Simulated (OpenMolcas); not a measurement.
# HNO3 (nitric acid): levels of theory compared

Wanted: a comparison of 6 runs (HF/STO-3G, TPSS/3-21G, B3LYP/6-31G*, PBE0/def2-SVP, BMK/aug-pc-1) of HNO3 (nitric acid). 

The calculation is run with OpenMolcas 26.06.

1 further run of the same task is left out (set aside as unsound or not needed).

### 1 The molecule

The species is HNO3 (5 atoms), meant as a singlet with charge 0. As SMILES, `O=[N+]([O-])O`. The coordinates come from a GFN2-xTB relaxation. This is one conformer, not always the lowest.

Bond lengths: O1–N2 1.175 Å, N2–O3 1.185 Å, N2–O4 1.391 Å, O4–H5 0.973 Å. Angles: O1–N2–O3 130.4°, O1–N2–O4 114.4°, O3–N2–O4 115.3°, N2–O4–H5 111.0°.

### 2 Energy and gradient at HF/STO-3G (run 1)

Contents of run.input:

```
* HNO3 Hartree-Fock
&gateway
baslib
$CurrDir
basisset
O.STO-3G....
O1 1.318740 -0.318760 0.748000 angstrom
O3 -0.568430 -1.146740 0.163380 angstrom
O4 -0.063720 0.904390 -0.372480 angstrom
End of Basis
basisset
N.STO-3G....
N2 0.260500 -0.302640 0.238440 angstrom
End of Basis
basisset
H.STO-3G....
H5 -0.947090 0.863740 -0.777330 angstrom
End of Basis
&seward
&scf
thresholds
1e-10 1e-07 1e-07 1e-05
prorbitals
1
&alaska
```

The basis set STO-3G is read from a file made from the Basis Set Exchange's data (not shown).

On the command line:

```
$ export MOLCAS_MEM=1860
$ pymolcas run.input > run.log
```

Standard output:

```text
--- Start Module: gateway ---
[...]
--- Stop Module: gateway /rc=_RC_ALL_IS_WELL_ ---
[...]
      Basis functions           21
[...]
--- Start Module: scf ---
[...]
       Convergence after  14 Iterations
[...]
::    Total SCF energy                               -275.6315928594
[...]
      Total spin, S                                     0.0000000000
[...]
      Total electronic charge=   32.000000
      Total            charge=   -0.000000
[...]
      Dipole Moment (debye):
      Origin of the operator (angstrom)=    0.2171   -0.1959    0.1774
                   X= -1.6505E+00               Y=  1.0244E+00               Z= -1.1727E+00           Total=  2.2691E+00
      Quadrupole Moment (debye*angstrom):
[...]
--- Stop Module: scf /rc=_RC_ALL_IS_WELL_ ---
--- Start Module: alaska ---
[...]
 *              Molecular gradients               *
 **************************************************
  Irreducible representation: a
 ------------------------------------------------------------------------------------------
                              X                       Y                       Z
 ------------------------------------------------------------------------------------------
  O1               -1.80860716259708E-01   -2.66807865740792E-03   -8.50386934875225E-02
  O3                1.29748408108378E-01    1.36009233417866E-01    1.02748772281404E-02
  O4               -4.10186709053771E-02   -7.39216634544047E-02    8.45187854239970E-03
  N2                6.41995222460063E-02   -8.58676366479858E-02    6.30307407864202E-02
  H5                2.79314568107334E-02    2.64481453419366E-02    3.28119693054818E-03
 ------------------------------------------------------------------------------------------
--- Stop Module: alaska /rc=_RC_ALL_IS_WELL_ ---
[...]
```

It took 2.9 s on 1 thread of AMD EPYC 7R43 (Zen 3), shared host; peak memory 0.36 GiB.

### 3 Energy and forces at TPSS/3-21G (run 2)

Contents of test.inp:

```
&gateway
  baslib=$CurrDir
  coord
  5
  angstrom
  O        1.318740      -0.318760       0.748000
  N        0.260500      -0.302640       0.238440
  O       -0.568430      -1.146740       0.163380
  O       -0.063720       0.904390      -0.372480
  H       -0.947090       0.863740      -0.777330
  basis=3-21G
  group=NoSym

&seward
  gridinput
  Grid=UltraFine
  End of Grid

&scf
  ksdft=2
  1.0 MGGA_X_TPSS
  1.0 MGGA_C_TPSS
  thresholds=1e-10 1e-07 1e-07 1e-05
  prorbitals=1 2

&alaska
```

The basis set 3-21G is read from a file made from the Basis Set Exchange's data (not shown).

On the command line:

```
$ export MOLCAS_MEM=1860
$ pymolcas test.inp > test.log
```

Standard output:

```text
--- Start Module: gateway ---
[...]
--- Stop Module: gateway /rc=_RC_ALL_IS_WELL_ ---
[...]
      Basis functions           38
[...]
--- Start Module: scf ---
[...]
       Convergence after  16 Iterations
[...]
::    Total KS-DFT energy                            -279.3166597979
[...]
      Total spin, S                                     0.0000000000
[...]
      Total electronic charge=   32.000000
      Total            charge=   -0.000000
[...]
      Dipole Moment (debye):
      Origin of the operator (angstrom)=    0.2171   -0.1959    0.1774
                   X= -1.8418E+00               Y=  9.1971E-01               Z= -1.2241E+00           Total=  2.3951E+00
      Quadrupole Moment (debye*angstrom):
[...]
--- Stop Module: scf /rc=_RC_ALL_IS_WELL_ ---
[...]
--- Start Module: alaska ---
[...]
 *              Molecular gradients               *
 **************************************************
  Irreducible representation: a
 ------------------------------------------------------------------------------------------
                              X                       Y                       Z
 ------------------------------------------------------------------------------------------
  O1               -1.19361690268656E-01   -6.63821536019926E-03   -5.42785566409689E-02
  N2                2.09884318373077E-02   -1.74249232693244E-02    1.65816383771182E-02
  O3                9.58989948271576E-02    9.67239873531636E-02    9.03147708587149E-03
  O4               -2.59352695222068E-02   -8.79980558669811E-02    2.09527198221817E-02
  H5                2.84095331263856E-02    1.53372071433253E-02    7.71272135579948E-03
 ------------------------------------------------------------------------------------------
--- Stop Module: alaska /rc=_RC_ALL_IS_WELL_ ---
[...]
```

Wall time 15 s (1 thread of AMD EPYC 7R43 (Zen 3), shared host); peak memory 0.37 GiB.

Runs 3 to 5 aren't shown in full; the table further down has their settings and results.

### 4 Energy and one-electron properties at BMK/aug-pc-1 (Cholesky decomposition, PCM methylenechloride) (run 6)

Contents of test.input:

```
* HNO3 Kohn-Sham DFT
>>> EXPORT MOLCAS_PRINT=2

&gateway
 coord
 5
 angstrom
 O        1.318740      -0.318760       0.748000
 N        0.260500      -0.302640       0.238440
 O       -0.568430      -1.146740       0.163380
 O       -0.063720       0.904390      -0.372480
 H       -0.947090       0.863740      -0.777330
 basis=aug-pc-1
 group=NoSym
 rf-input
 PCM-Model
 Solvent=methylenechloride
 End of RF-Input

&seward
 medium
 gridinput
 Grid=UltraFine
 End of Grid

&scf
 ksdft=2
 1.0 HYB_MGGA_X_BMK
 1.0 GGA_C_BMK
 iterations=50
 core
 prorbitals=0

&localisation
 cholesky
```

On the command line:

```
$ export MOLCAS_MEM=1860
$ pymolcas test.input > test.log
```

Standard output:

```text
--- Start Module: gateway ---
[...]
--- Stop Module: gateway /rc=_RC_ALL_IS_WELL_ ---
[...]
      Basis functions          101
[...]
--- Start Module: scf ---
[...]
       Convergence after  22 Iterations
[...]
::    Total KS-DFT energy                            -280.7303031548
[...]
      Total spin, S                                     0.0000000000
[...]
      Total electronic charge=   32.000000
      Total            charge=   -0.000000
[...]
      Dipole Moment (debye):
      Origin of the operator (angstrom)=    0.2171   -0.1959    0.1774
                   X= -2.2474E+00               Y=  1.4499E+00               Z= -1.6182E+00           Total=  3.1260E+00
      Quadrupole Moment (debye*angstrom):
[...]
--- Stop Module: scf /rc=_RC_ALL_IS_WELL_ ---
[...]
--- Start Module: localisation ---
[...]
--- Stop Module: localisation /rc=_RC_ALL_IS_WELL_ ---
[...]
```

Run time: 34 s. Hardware: 1 thread of AMD EPYC 7R43 (Zen 3), shared host; peak memory 0.22 GiB.

Atomic charges (e):

```tsv
atom	Mulliken
O1	-0.611
N2	+1.367
O3	-0.606
O4	-0.446
H5	+0.295
```

### 5 The series

```tsv
run	level	integration grid	integral approximation	energy (Eh)	dipole moment (D)	HOMO energy (eV)	LUMO energy (eV)	wall time
1	HF/STO-3G	–	none	-275.631593	2.27	-9.14	6.07	2.9 s
2	TPSS/3-21G	UltraFine	none	-279.316660	2.40	-7.02	-2.07	15 s
3	B3LYP/6-31G* (spherical functions)	UltraFine	none	-280.868170	2.45	-8.79	-1.60	18 s
4	PBE0/def2-SVP	UltraFine	none	-280.384771	2.49	-9.27	-1.52	17 s
5	BMK/aug-pc-1 (Cholesky decomposition)	–	CD medium	-280.718843	2.49	-10.68	-1.23	15 s
6	BMK/aug-pc-1 (Cholesky decomposition, PCM methylenechloride)	UltraFine	CD medium	-280.730303	3.13	-10.58	-1.13	34 s
```

### 6 Results

| quantity | value |
| --- | --- |
| run 6: total energy | -280.73030 Eh |
| run 6: dipole moment | 3.13 D |
| run 6: HOMO energy | -10.58 eV |
| run 6: LUMO energy | -1.13 eV |
| run 6: HOMO–LUMO gap | 9.46 eV |

In words: The dipole moment (its size) runs from 2.27 D (HF/STO-3G) to 3.13 D (BMK/aug-pc-1). The two ends differ in method and basis and solvent. The HOMO–LUMO gap runs from 4.95 eV (TPSS/3-21G) to 15.21 eV (HF/STO-3G). The two ends differ in method and basis. Totals of different functionals can't be ranked against each other. In run 1 the basis is minimal, so the values are rough. All runs together took 1.7 min, the longest 34 s.
